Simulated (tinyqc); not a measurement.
UHF in the sto-3g basis, for CH, spin multiplicity 4, step by step (part 1 of 2). Computed by tinyqc, a small Python program that keeps every step (integrals from PySCF). Settings: charge = 0, multiplicity = 4, basis = sto-3g, energy threshold = 1e-08, iteration cap = 53, orthogonalisation = symmetric, start = core, DIIS depth = 0, method = UHF. Command: `OMP_NUM_THREADS=1 python tinyqc.py 22189 22190 out.jsonl` (the two numbers bound the seeds that draw the settings). One thread of a shared host (Intel(R) Xeon(R) Processor @ 2.60GHz), about 0.1 s of CPU time with the checks. Later iterations appear only in the table of the cycle.

## One-electron integrals

Geometry (angstrom):
```
atom         x         y         z
C     0.000000  0.000000  0.000000
H     0.000000  0.000000  2.178000
```

Basis sto-3g: exponents (1/bohr^2) and contraction coefficients of normalised primitives:
```
element  l (shell)   exponent  coefficient
C            s (1)  71.616837     0.154329
C            s (1)  13.045096     0.535328
C            s (1)   3.530512     0.444635
C            s (2)   2.941249    -0.099967
C            s (2)   0.683483     0.399513
C            s (2)   0.222290     0.700115
C            p (3)   2.941249     0.155916
C            p (3)   0.683483     0.607684
C            p (3)   0.222290     0.391957
H            s (1)   3.425251     0.154329
H            s (1)   0.623914     0.535328
H            s (1)   0.168855     0.444635
```

Overlap, kinetic and nuclear-attraction integrals over the contracted functions; the nuclear repulsion is the sum of Za Zb / Rab.

nuclear repulsion = 1.45778846 hartree

overlap S, lower triangle:
```
           1C 1s     1C 2s    1C 2px    1C 2py    1C 2pz     2H 1s
1C 1s   1.000000
1C 2s   0.248362  1.000000
1C 2px  0.000000  0.000000  1.000000
1C 2py  0.000000  0.000000  0.000000  1.000000
1C 2pz  0.000000  0.000000  0.000000  0.000000  1.000000
2H 1s   0.005123  0.093410  0.000000  0.000000  0.121140  1.000000
```

kinetic energy T (hartree), lower triangle:
```
            1C 1s      1C 2s    1C 2px    1C 2py     1C 2pz     2H 1s
1C 1s   15.891122
1C 2s   -0.085890   0.472250
1C 2px   0.000000   0.000000  1.477728
1C 2py   0.000000   0.000000  0.000000  1.477728
1C 2pz   0.000000   0.000000  0.000000  0.000000   1.477728
2H 1s   -0.002275  -0.015011  0.000000  0.000000  -0.001435  0.760032
```

nuclear attraction V (hartree), lower triangle:
```
             1C 1s      1C 2s     1C 2px     1C 2py     1C 2pz      2H 1s
1C 1s   -33.895706
1C 2s    -4.252572  -5.432719
1C 2px    0.000000   0.000000  -5.383894
1C 2py    0.000000   0.000000   0.000000  -5.383894
1C 2pz   -0.004242  -0.049482   0.000000   0.000000  -5.405694
2H 1s    -0.088336  -0.325111   0.000000   0.000000  -0.379061  -2.684195
```

core Hamiltonian H = T + V (hartree), lower triangle:
```
             1C 1s      1C 2s     1C 2px     1C 2py     1C 2pz      2H 1s
1C 1s   -18.004584
1C 2s    -4.338462  -4.960469
1C 2px    0.000000   0.000000  -3.906166
1C 2py    0.000000   0.000000   0.000000  -3.906166
1C 2pz   -0.004242  -0.049482   0.000000   0.000000  -3.927966
2H 1s    -0.090612  -0.340122   0.000000   0.000000  -0.380496  -1.924163
```

## Two-electron integrals

Functions are numbered as in S; the eight-fold symmetry (ij|kl) = (ji|kl) = (kl|ij) leaves the list below.

Two-electron integrals (ij|kl) in chemists' order, unique and non-zero (hartree):
```
(11|11) 3.541948   (21|11) 0.576921   (21|21) 0.111888   (22|11) 0.854682
(22|21) 0.205284   (22|22) 0.624709   (31|31) 0.020296   (32|31) 0.030858
(32|32) 0.137996   (33|11) 0.852436   (33|21) 0.205335   (33|22) 0.624568
(33|33) 0.672833   (41|41) 0.020296   (42|41) 0.030858   (42|42) 0.137996
(43|43) 0.036269   (44|11) 0.852436   (44|21) 0.205335   (44|22) 0.624568
(44|33) 0.600295   (44|44) 0.672833   (51|51) 0.020296   (52|51) 0.030858
(52|52) 0.137996   (53|53) 0.036269   (54|54) 0.036269   (55|11) 0.852436
(55|21) 0.205335   (55|22) 0.624568   (55|33) 0.600295   (55|44) 0.600295
(55|55) 0.672833   (61|11) 0.011877   (61|21) 0.002295   (61|22) 0.004223
(61|33) 0.004210   (61|44) 0.004210   (61|51) 0.000154   (61|52) 0.000289
(61|55) 0.004249   (61|61) 0.000048   (62|11) 0.046315   (62|21) 0.011361
(62|22) 0.040653   (62|33) 0.039607   (62|44) 0.039607   (62|51) 0.001078
(62|52) 0.008775   (62|55) 0.042702   (62|61) 0.000245   (62|62) 0.004556
(63|31) 0.000874   (63|32) 0.005292   (63|53) 0.001565   (63|63) 0.000419
(64|41) 0.000874   (64|42) 0.005292   (64|54) 0.001565   (64|64) 0.000419
(65|11) 0.051200   (65|21) 0.012668   (65|22) 0.047569   (65|33) 0.045601
(65|44) 0.045601   (65|51) 0.001760   (65|52) 0.013618   (65|55) 0.051450
(65|61) 0.000280   (65|62) 0.006177   (65|65) 0.008639   (66|11) 0.242925
(66|21) 0.060330   (66|22) 0.242494   (66|33) 0.235546   (66|44) 0.235546
(66|51) 0.004231   (66|52) 0.048762   (66|55) 0.256289   (66|61) 0.001290
(66|62) 0.040654   (66|65) 0.061052   (66|66) 0.774606
```

## Orthogonalisation

S = U s U^T; symmetric (Loewdin) form X = U s^(-1/2) U^T, so that X^T S X = 1.

eigenvalues of S: 0.732465  0.886370  1.000000  1.000000  1.109679  1.271486

X, lower triangle:
```
            1C 1s      1C 2s    1C 2px    1C 2py     1C 2pz     2H 1s
1C 1s    1.024322
1C 2s   -0.129770   1.027799
1C 2px   0.000000   0.000000  1.000000
1C 2py   0.000000   0.000000  0.000000  1.000000
1C 2pz  -0.000693   0.004472  0.000000  0.000000   1.005600
2H 1s    0.006567  -0.048829  0.000000  0.000000  -0.061482  1.009019
```

## Starting guess

The start is the orbitals of the core Hamiltonian; D(s) = C_occ C_occ^T for each spin.

D(alpha) at the start, lower triangle:
```
            1C 1s      1C 2s    1C 2px    1C 2py     1C 2pz     2H 1s
1C 1s    1.066002
1C 2s   -0.265911   1.071239
1C 2px   0.000000   0.000000  1.000000
1C 2py   0.000000   0.000000  0.000000  1.000000
1C 2pz  -0.001598   0.007341  0.000000  0.000000   1.009671
2H 1s    0.008793  -0.033745  0.000000  0.000000  -0.050110  0.003527
```

D(beta) at the start, lower triangle:
```
            1C 1s      1C 2s    1C 2px    1C 2py     1C 2pz     2H 1s
1C 1s    1.063487
1C 2s   -0.255366   1.027027
1C 2px   0.000000   0.000000  0.000000
1C 2py   0.000000   0.000000  0.000000  0.000000
1C 2pz  -0.050863   0.213908  0.000000  0.000000   0.044558
2H 1s    0.010898  -0.042572  0.000000  0.000000  -0.008866  0.001765
```

## Iteration 1: building the Fock matrix

J_ij = sum D_kl (ij|kl) with D = D(alpha) + D(beta), K_ij = sum D_kl (ik|jl) for each spin; F = H + J - K(s); E = tr D H + tr D J / 2 - 0.5 sum_s tr D(s) K(s) + E_nn.

Coulomb J (hartree), lower triangle:
```
            1C 1s     1C 2s    1C 2px    1C 2py    1C 2pz     2H 1s
1C 1s   11.326596
1C 2s    2.166960  4.814029
1C 2px   0.000000  0.000000  4.807656
1C 2py   0.000000  0.000000  0.000000  4.807656
1C 2pz   0.011181  0.055149  0.000000  0.000000  4.810538
2H 1s    0.044710  0.298887  0.000000  0.000000  0.345291  1.716382
```

exchange K(alpha) (hartree), lower triangle:
```
           1C 1s     1C 2s    1C 2px    1C 2py    1C 2pz     2H 1s
1C 1s   3.649887
1C 2s   0.670591  1.091227
1C 2px  0.000000  0.000000  0.898276
1C 2py  0.000000  0.000000  0.000000  0.898276
1C 2pz  0.000054  0.000640  0.000000  0.000000  0.898915
2H 1s   0.015321  0.056166  0.000000  0.000000  0.049808  0.008344
```

exchange K(beta) (hartree), lower triangle:
```
           1C 1s     1C 2s    1C 2px    1C 2py    1C 2pz     2H 1s
1C 1s   3.588040
1C 2s   0.578781  0.658527
1C 2px  0.000000  0.000000  0.148708
1C 2py  0.000000  0.000000  0.000000  0.148708
1C 2pz  0.006089  0.148368  0.000000  0.000000  0.175513
2H 1s   0.012324  0.041941  0.000000  0.000000  0.018330  0.004455
```

F(alpha) (hartree), lower triangle:
```
             1C 1s      1C 2s    1C 2px    1C 2py     1C 2pz      2H 1s
1C 1s   -10.327875
1C 2s    -2.842094  -1.237667
1C 2px    0.000000   0.000000  0.003214
1C 2py    0.000000   0.000000  0.000000  0.003214
1C 2pz    0.006886   0.005027  0.000000  0.000000  -0.016343
2H 1s    -0.061223  -0.097400  0.000000  0.000000  -0.085013  -0.216125
```

F(beta) (hartree), lower triangle:
```
             1C 1s      1C 2s    1C 2px    1C 2py     1C 2pz      2H 1s
1C 1s   -10.266028
1C 2s    -2.750283  -0.804966
1C 2px    0.000000   0.000000  0.752781
1C 2py    0.000000   0.000000  0.000000  0.752781
1C 2pz    0.000851  -0.142701  0.000000  0.000000   0.707060
2H 1s    -0.058226  -0.083175  0.000000  0.000000  -0.053535  -0.212236
```

total energy of this density = -37.19287166 hartree

## Iteration 1: diagonalisation and new density

Diagonalise F' = X^T F X, C = X C', fill 5 alpha and 2 beta electrons from the bottom; D(s) = C_occ C_occ^T. Each column has its largest component positive (the first on a tie).

F' = X^T F X (alpha) (hartree), lower triangle:
```
            1          2         3         4          5          6
1  -10.102311
2   -1.500160  -0.714657
3    0.000000   0.000000  0.003214
4    0.000000   0.000000  0.000000  0.003214
5    0.003821   0.010515  0.000000  0.000000  -0.006759
6    0.015026  -0.049734  0.000000  0.000000  -0.072893  -0.202318
```

orbital energies (alpha) (hartree): MO1 -10.336219, MO2 -0.489984, MO3 -0.218589, MO4 0.003214, MO5 0.003214, MO6 0.018747

coefficients C (alpha):
```
              MO1        MO2        MO3        MO4       MO5        MO6
1C 1s    0.992098  -0.280166   0.055372   0.000000  0.000000  -0.017350
1C 2s    0.030146   1.010362  -0.220085   0.000000  0.000000   0.073747
1C 2px   0.000000   0.000000   0.000000   0.995076  0.099114   0.000000
1C 2py   0.000000   0.000000   0.000000  -0.099114  0.995076   0.000000
1C 2pz  -0.000482   0.000416   0.271576   0.000000  0.000000   0.970195
2H 1s   -0.001720   0.130460   0.925968   0.000000  0.000000  -0.387152
```

F' = X^T F X (beta) (hartree), lower triangle:
```
            1          2         3         4          5          6
1  -10.054543
2   -1.467694  -0.283745
3    0.000000   0.000000  0.752781
4    0.000000   0.000000  0.000000  0.752781
5    0.016645  -0.138678  0.000000  0.000000   0.719571
6    0.013962  -0.046742  0.000000  0.000000  -0.078532  -0.200798
```

orbital energies (beta) (hartree): MO1 -10.270253, MO2 -0.232166, MO3 -0.065756, MO4 0.748660, MO5 0.752781, MO6 0.752781

coefficients C (beta):
```
              MO1        MO2        MO3        MO4       MO5        MO6
1C 1s    0.994561  -0.099153  -0.255360   0.043911  0.000000   0.000000
1C 2s    0.021094   0.350520   0.962360  -0.161770  0.000000   0.000000
1C 2px   0.000000   0.000000   0.000000   0.000000  0.033367   0.999443
1C 2py   0.000000   0.000000   0.000000   0.000000  0.999443  -0.033367
1C 2pz   0.000341   0.077603   0.151314   0.993032  0.000000   0.000000
2H 1s   -0.001323   0.896597  -0.452254  -0.126111  0.000000   0.000000
```

D(alpha) after iteration 1, lower triangle:
```
            1C 1s      1C 2s    1C 2px    1C 2py    1C 2pz     2H 1s
1C 1s    1.065818
1C 2s   -0.265348   1.070177
1C 2px   0.000000   0.000000  1.000000
1C 2py   0.000000   0.000000  0.000000  1.000000
1C 2pz   0.014443  -0.059364  0.000000  0.000000  0.073754
2H 1s    0.013016  -0.072032  0.000000  0.000000  0.251526  0.874440
```

D(beta) after iteration 1, lower triangle:
```
            1C 1s     1C 2s    1C 2px    1C 2py    1C 2pz     2H 1s
1C 1s    0.998982
1C 2s   -0.013776  0.123309
1C 2px   0.000000  0.000000  0.000000
1C 2py   0.000000  0.000000  0.000000  0.000000
1C 2pz  -0.007356  0.027209  0.000000  0.000000  0.006022
2H 1s   -0.090217  0.314247  0.000000  0.000000  0.069578  0.803888
```

Within a degenerate level the vectors are fixed only up to a rotation; this is one choice.

## Iteration 2: building the Fock matrix

As before.

Coulomb J (hartree), lower triangle:
```
            1C 1s     1C 2s    1C 2px    1C 2py    1C 2pz     2H 1s
1C 1s   10.245471
1C 2s    1.915359  4.151268
1C 2px   0.000000  0.000000  4.155059
1C 2py   0.000000  0.000000  0.000000  4.155059
1C 2pz   0.007032  0.086353  0.000000  0.000000  4.128373
2H 1s    0.039482  0.294248  0.000000  0.000000  0.360837  2.604534
```

exchange K(alpha) (hartree), lower triangle:
```
           1C 1s      1C 2s    1C 2px    1C 2py    1C 2pz     2H 1s
1C 1s   3.630831
1C 2s   0.642166   0.967865
1C 2px  0.000000   0.000000  0.865127
1C 2py  0.000000   0.000000  0.000000  0.865127
1C 2pz  0.000075  -0.026170  0.000000  0.000000  0.306619
2H 1s   0.014785   0.082610  0.000000  0.000000  0.128984  0.707781
```

exchange K(beta) (hartree), lower triangle:
```
           1C 1s     1C 2s    1C 2px    1C 2py    1C 2pz     2H 1s
1C 1s   3.535727
1C 2s   0.589322  0.212365
1C 2px  0.000000  0.000000  0.040383
1C 2py  0.000000  0.000000  0.000000  0.040383
1C 2pz  0.000089  0.044361  0.000000  0.000000  0.062840
2H 1s   0.011070  0.117284  0.000000  0.000000  0.087384  0.657498
```

F(alpha) (hartree), lower triangle:
```
             1C 1s      1C 2s     1C 2px     1C 2py     1C 2pz      2H 1s
1C 1s   -11.389944
1C 2s    -3.065269  -1.777066
1C 2px    0.000000   0.000000  -0.616234
1C 2py    0.000000   0.000000   0.000000  -0.616234
1C 2pz    0.002716   0.063041   0.000000   0.000000  -0.106212
2H 1s    -0.065914  -0.128484   0.000000   0.000000  -0.148643  -0.027411
```

F(beta) (hartree), lower triangle:
```
             1C 1s      1C 2s    1C 2px    1C 2py     1C 2pz     2H 1s
1C 1s   -11.294840
1C 2s    -3.012425  -1.021566
1C 2px    0.000000   0.000000  0.208509
1C 2py    0.000000   0.000000  0.000000  0.208509
1C 2pz    0.002702  -0.007490  0.000000  0.000000   0.137567
2H 1s    -0.062200  -0.163159  0.000000  0.000000  -0.107044  0.022873
```

total energy of this density = -37.33188917 hartree

## Iteration 2: diagonalisation and new density

As before.

F' = X^T F X (alpha) (hartree), lower triangle:
```
            1          2          3          4          5          6
1  -11.166409
2   -1.526083  -1.238741
3    0.000000   0.000000  -0.616234
4    0.000000   0.000000   0.000000  -0.616234
5   -0.008411   0.073972   0.000000   0.000000  -0.088522
6    0.017091  -0.069836   0.000000   0.000000  -0.146860  -0.000465
```

orbital energies (alpha) (hartree): MO1 -11.395707, MO2 -1.018996, MO3 -0.616234, MO4 -0.616234, MO5 -0.197469, MO6 0.118034

coefficients C (alpha):
```
              MO1        MO2       MO3        MO4        MO5        MO6
1C 1s    0.993667  -0.278868  0.000000   0.000000  -0.001677   0.031213
1C 2s    0.024408   1.028019  0.000000   0.000000  -0.005084  -0.134798
1C 2px   0.000000   0.000000  0.962404  -0.271623   0.000000   0.000000
1C 2py   0.000000   0.000000  0.271623   0.962404   0.000000   0.000000
1C 2pz  -0.000231  -0.069736  0.000000   0.000000   0.765623  -0.651146
2H 1s   -0.001326   0.015682  0.000000   0.000000   0.557584   0.844499
```

F' = X^T F X (beta) (hartree), lower triangle:
```
            1          2         3         4          5         6
1  -11.067850
2   -1.583533  -0.450162
3    0.000000   0.000000  0.208509
4    0.000000   0.000000  0.000000  0.208509
5    0.000095   0.005909  0.000000  0.000000   0.152441
6    0.027955  -0.141431  0.000000  0.000000  -0.119628  0.051303
```

orbital energies (beta) (hartree): MO1 -11.298993, MO2 -0.285718, MO3 0.021664, MO4 0.208509, MO5 0.208509, MO6 0.248780

coefficients C (beta):
```
              MO1        MO2        MO3        MO4       MO5        MO6
1C 1s    0.994836  -0.246001   0.111293   0.000000  0.000000  -0.059304
1C 2s    0.020061   0.913059  -0.430397   0.000000  0.000000   0.237264
1C 2px   0.000000   0.000000   0.000000  -0.059160  0.998249   0.000000
1C 2py   0.000000   0.000000   0.000000   0.998249  0.059160   0.000000
1C 2pz  -0.000090   0.081824   0.592285   0.000000  0.000000   0.810885
2H 1s   -0.001192   0.374576   0.658097   0.000000  0.000000  -0.671510
```

D(alpha) after iteration 2, lower triangle:
```
            1C 1s      1C 2s    1C 2px    1C 2py    1C 2pz     2H 1s
1C 1s    1.065145
1C 2s   -0.262420   1.057445
1C 2px   0.000000   0.000000  1.000000
1C 2py   0.000000   0.000000  0.000000  1.000000
1C 2pz   0.017934  -0.075589  0.000000  0.000000  0.591041
2H 1s   -0.006626   0.013254  0.000000  0.000000  0.425805  0.311147
```

D(beta) after iteration 2, lower triangle:
```
            1C 1s     1C 2s    1C 2px    1C 2py    1C 2pz     2H 1s
1C 1s    1.050216
1C 2s   -0.204656  0.834079
1C 2px   0.000000  0.000000  0.000000
1C 2py   0.000000  0.000000  0.000000  0.000000
1C 2pz  -0.020219  0.074708  0.000000  0.000000  0.006695
2H 1s   -0.093332  0.341986  0.000000  0.000000  0.030649  0.140308
```

Within a degenerate level the vectors are fixed only up to a rotation; this is one choice.

## Iteration 3: building the Fock matrix

As before.

Coulomb J (hartree), lower triangle:
```
            1C 1s     1C 2s    1C 2px    1C 2py    1C 2pz     2H 1s
1C 1s   10.971564
1C 2s    2.083996  4.601250
1C 2px   0.000000  0.000000  4.599995
1C 2py   0.000000  0.000000  0.000000  4.599995
1C 2pz   0.004105  0.040238  0.000000  0.000000  4.587711
2H 1s    0.042930  0.296156  0.000000  0.000000  0.348156  1.974441
```

exchange K(alpha) (hartree), lower triangle:
```
           1C 1s      1C 2s    1C 2px    1C 2py    1C 2pz     2H 1s
1C 1s   3.640851
1C 2s   0.658431   1.039402
1C 2px  0.000000   0.000000  0.883476
1C 2py  0.000000   0.000000  0.000000  0.883476
1C 2pz  0.000275  -0.026846  0.000000  0.000000  0.668397
2H 1s   0.016094   0.094867  0.000000  0.000000  0.170977  0.303830
```

exchange K(beta) (hartree), lower triangle:
```
            1C 1s     1C 2s    1C 2px    1C 2py    1C 2pz     2H 1s
1C 1s    3.576498
1C 2s    0.580376  0.582324
1C 2px   0.000000  0.000000  0.127639
1C 2py   0.000000  0.000000  0.000000  0.127639
1C 2pz  -0.000138  0.072773  0.000000  0.000000  0.141641
2H 1s    0.010360  0.123389  0.000000  0.000000  0.046685  0.144711
```

F(alpha) (hartree), lower triangle:
```
             1C 1s      1C 2s     1C 2px     1C 2py     1C 2pz      2H 1s
1C 1s   -10.673870
1C 2s    -2.912896  -1.398621
1C 2px    0.000000   0.000000  -0.189648
1C 2py    0.000000   0.000000   0.000000  -0.189648
1C 2pz   -0.000412   0.017602   0.000000   0.000000  -0.008652
2H 1s    -0.063776  -0.138832   0.000000   0.000000  -0.203317  -0.253552
```

F(beta) (hartree), lower triangle:
```
             1C 1s      1C 2s    1C 2px    1C 2py     1C 2pz      2H 1s
1C 1s   -10.609517
1C 2s    -2.834842  -0.941543
1C 2px    0.000000   0.000000  0.566189
1C 2py    0.000000   0.000000  0.000000  0.566189
1C 2pz    0.000001  -0.082017  0.000000  0.000000   0.518104
2H 1s    -0.058042  -0.167355  0.000000  0.000000  -0.079025  -0.094433
```

total energy of this density = -37.47974044 hartree
